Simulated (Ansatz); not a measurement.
Geometry optimisation, Ansatz, RKS revPBE/STO-3G.

The input (input.yaml):

```yaml
crystal:
  periodic: [false, false, false]
  atoms:
    - { symbol: C, position_ang: [-0.4545, -0.3867, 1.2443] }
    - { symbol: C, position_ang: [-0.2308, 0.668, 0.1353] }
    - { symbol: Cl, position_ang: [0.878, 1.9183, 0.7089] }
    - { symbol: C, position_ang: [0.4577, 0.0906, -1.1184] }
    - { symbol: "N", position_ang: [0.5912, -1.1944, -1.2975] }
    - { symbol: H, position_ang: [0.4099, -0.8471, 1.5407] }
    - { symbol: H, position_ang: [-1.1869, -1.0989, 0.8922] }
    - { symbol: H, position_ang: [-0.8959, 0.1589, 2.1088] }
    - { symbol: H, position_ang: [-1.1435, 1.2049, -0.1094] }
    - { symbol: H, position_ang: [0.6416, 0.7853, -1.903] }
    - { symbol: H, position_ang: [0.9986, -1.3558, -2.1814] }
basis:
  gaussian: { orbitals: STO-3G }
hamiltonian:
  xc: revpbe
relax:
  f_tol: 0.02
  max_steps: 40
output:
  orbitals: {}
```

Run as:

```bash
$ ansatz run input.yaml --threads 1 --pin off --max-ram 2048MiB --backend cpu --events-out ev --progress --plain --runs-dir out
```

Problem. Where does it end, and by what steps?

Solution. The forces met the threshold. Limits of this set-up: minimal basis. After 8 steps the energy has fallen by 0.818 eV; H10 moved furthest, 0.14 Å.

| step | energy less start (eV) | largest force component (eV/Å) | accepted |
| --- | --- | --- | --- |
| 0 | 0.0000 | 5.210 | yes |
| 1 | -0.6805 | 1.637 | yes |
| 2 | -0.7490 | 1.410 | yes |
| 3 | -0.5255 | 2.267 | no |
| 4 | -0.8145 | 0.146 | yes |
| 5 | -0.8165 | 0.068 | yes |
| 6 | -0.8173 | 0.075 | yes |
| 7 | -0.8175 | 0.028 | yes |
| 8 | -0.8176 | 0.012 | yes |

```xyz
11
Properties=species:S:1:pos:R:3
C -0.505 -0.370 1.258
C -0.223 0.668 0.132
Cl 0.985 1.979 0.744
C 0.383 0.071 -1.163
N 0.686 -1.223 -1.211
H 0.420 -0.917 1.523
H -1.256 -1.101 0.893
H -0.904 0.141 2.157
H -1.146 1.249 -0.118
H 0.533 0.819 -1.982
H 1.091 -1.373 -2.212
```

Whether the end is a true minimum wasn't checked by a vibrational analysis.

Time of the run: 11 s on 1 thread of Intel(R) Xeon(R) 6975P-C (Granite Rapids), with other jobs on the host, peak memory 0.13 GiB.
